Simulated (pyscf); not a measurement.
PySCF, gas phase, ωB97X-D3(BJ)/def2-SVP geometries.

Q: For H₃C–CH₂–Br + CH₃• → H₃C–CH₂–CH₃ + Br•, a substitution at C (doublet surface; Br–C broken, C–C formed), PBE/def2-TZVP gives ΔE‡ = 15.6 kcal/mol and ΔE = -16.5 kcal/mol (zero: the separated reactants). In which direction and how far do r²SCAN/def2-TZVP, PBE0-D3(BJ)/def2-TZVP, ωB97M-D3(BJ)/def2-TZVP move these?

A: r²SCAN: ΔE‡ = 18.3 kcal/mol, ΔE = -13.8 kcal/mol; PBE0-D3(BJ): ΔE‡ = 19.5 kcal/mol, ΔE = -17.8 kcal/mol; ωB97M-D3(BJ): ΔE‡ = 22.4 kcal/mol, ΔE = -21.6 kcal/mol. PBE's barrier lies under all of them, by 2.6 to 6.7 kcal/mol. Its reaction energy lies among theirs. The same reactants have a lower exit, to •H₂C–CH₂–Br + CH₄ (barrier +14.0 kcal/mol at ωB97M-D3(BJ)/def2-TZVP, against +22.4 kcal/mol here). One saddle was located; it need not be the lowest between these sides. The angle at the attacked C is 159°. Left out: the spin-orbit lowering of Br, which is large for Br, Se, Te and I. Elements up to Kr have no core potential and no relativistic terms here.
